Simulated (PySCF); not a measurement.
Difluoromethyl isocyanide, C2HF2N.
Geometry (PBE0-D3(BJ)/def2-SVP, Å), atoms numbered from 1 in this order:
```xyz
6
C2HF2N angstrom
C      2.098    0.349    0.153
N      0.942    0.154    0.058
C     -0.443   -0.083    0.007
F     -1.048    0.943   -0.596
F     -0.679   -1.193   -0.694
H     -0.847   -0.200    1.027
```

Computed, not measured: EOM-IP-CCSD/aug-cc-pVDZ in PySCF, restricted Hartree–Fock reference, 5 core orbitals frozen, non-relativistic, gas phase, PBE0-D3(BJ)/def2-SVP geometry.

Hartree–Fock orbital energies give these Koopmans values (eV): HOMO 13.89, HOMO-1 14.36, HOMO-2 14.68, HOMO-3 16.95, HOMO-4 18.30, HOMO-5 19.18, HOMO-6 19.30.

Problem. What vertical ionisation energies does EOM-IP-CCSD give?

Solution. 
```tsv
leading hole (HF orbital)	Koopmans (eV)	EOM-IP-CCSD (eV)	change (eV)	one-hole share
HOMO	13.89	12.34	-1.55	0.92
HOMO-1	14.36	13.87	-0.49	0.96
HOMO-2	14.68	14.02	-0.66	0.95
HOMO-3	16.95	15.10	-1.85	0.95
HOMO-4	18.30	15.86	-2.44	0.95
HOMO-6	19.30	16.68	-2.62	0.94
HOMO-5	19.18	16.81	-2.37	0.94
```

Problem. Does the order of the lines follow the orbital energies?

Solution. No: the HOMO-6 hole (16.68 eV) falls below the HOMO-5 hole (16.81 eV). The corrections run from -2.62 to -0.49 eV, with a mean of -1.71 eV over the 7 lines; no line lies above its Koopmans value.

Problem. At what kinetic energies would He I light (21.22 eV) eject these electrons?

Solution. 8.88 eV (HOMO), 7.35 eV (HOMO-1), 7.20 eV (HOMO-2), 6.12 eV (HOMO-3), 5.36 eV (HOMO-4), 4.54 eV (HOMO-6), 4.41 eV (HOMO-5).

Lines less than 0.15 eV apart could change places at a higher level. One root was sought for each valence orbital with −ε under 21 eV, eight at most, so deeper holes and satellites are missing; no vibrational structure.
